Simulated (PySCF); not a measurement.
Results of QSGW@PBE (GTH pseudopotentials, Gaussian basis; PySCF) for diamond.

The cell has the measured lattice: a = b = c = 3.5670 Å, α = β = γ = 90.00°.

Task: Give the computed band gap and smallest direct gap on the k points sampled.

Result: 
band gap: 5.96 eV ± 0.2
smallest direct gap on the k points sampled: 7.99 eV ± 0.09

Note: cell and atoms aren't relaxed at this level.

A ± is a rough bar: the spread of an extrapolation, a floor set from checks against published values, or a statistical error.

The computed numbers hold no vibrational or temperature effects.
